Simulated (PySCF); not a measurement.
AlCl₃, SMILES [Cl][Al]([Cl])[Cl] (connectivity only; charge and spin as stated), charge +1, multiplicity 2.

The structure is a stationary point at PBE0-D3(BJ)/def2-SVP. The geometry has at least one imaginary mode, so it is a saddle point at that level. The multiplicity is an assumed one; other spin states were not compared. The isomer is the one that the SMILES or the coordinates give; other isomers of the formula were not compared.

Method: PySCF with PBE/def2-TZVPD.

The molecule is in vacuum.

The total energy is -1622.19368 hartree. The point group is C2v and the α spin, highest occupied and lowest empty level is -14.29 and -7.87 eV. The β spin, highest occupied and lowest empty level is -14.16 and -13.70 eV. The dipole moment about the centre of nuclear charge comes out as 0.15 D, the mean static polarisability comes out as 87.1 bohr³ (12.91 Å³) and the polarisability, principal values is 44.1, 102.5, 114.8 bohr³. The ⟨S²⟩ is 0.752 (pure state 0.75).
